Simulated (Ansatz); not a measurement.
Mulliken charges of `ClC1(Cl)CC1` from PBE/def2-TZVPP in Ansatz (PBE0-D4/def2-TZVP geometry).

| atom | x (Å) | y (Å) | z (Å) | charge (e) |
| --- | --- | --- | --- | --- |
| Cl1 | 1.030 | -2.011 | -0.176 | -0.103 |
| C2 | 0.045 | -0.597 | -0.473 | 0.176 |
| Cl3 | -0.850 | -0.691 | -1.974 | -0.103 |
| C4 | 0.562 | 0.727 | -0.041 | -0.173 |
| C5 | -0.591 | 0.078 | 0.687 | -0.173 |
| H6 | 1.529 | 0.742 | 0.444 | 0.094 |
| H7 | 0.349 | 1.571 | -0.685 | 0.094 |
| H8 | -0.403 | -0.347 | 1.665 | 0.094 |
| H9 | -1.583 | 0.482 | 0.536 | 0.094 |

By hand: the dipole of these point charges (1 e Å = 4.8032 D).

Σ q r = (-0.016, 0.264, 0.211) e Å, of length 0.338 e Å = 1.62 D.

How does the dipole of the full density compare? (Best estimate.)

Ansatz gave: (-0.020, 0.330, 0.263) e Å, 2.03 D; the point charges give 0.80 times that, at 0° from its direction.

Point charges leave out the atoms' own dipoles, such as those of lone pairs, and Mulliken's split depends on the basis, so the two needn't agree.
